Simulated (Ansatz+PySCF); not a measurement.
Results of a calculation; reference values are marked as such.
Input for PySCF 2.14.0:

```python
from pyscf import gto, scf, cc

mol = gto.M(atom="""
Mg 0.000000 0.000000 0.000000
H 2.439790 0.000000 2.047230
H -2.439790 0.000000 2.047230
""", basis='sto-3g', charge=0, spin=2)
mf = scf.UHF(mol)
mf.kernel()
mycc = cc.CCSD(mf, frozen=1).run()
et = mycc.ccsd_t()
print(mf.e_tot, mycc.e_corr, et, mycc.e_tot + et)
```

The script is written out from the run's settings.

The run gave:

```
Converged                       : yes
Reference energy                : -197.94270 hartree
CCSD correlation energy         : -0.05223 hartree
Triples correction              : -0.00095 hartree
Total energy                    : -197.99588 hartree
Spin squared of the determinant : 2.002
```
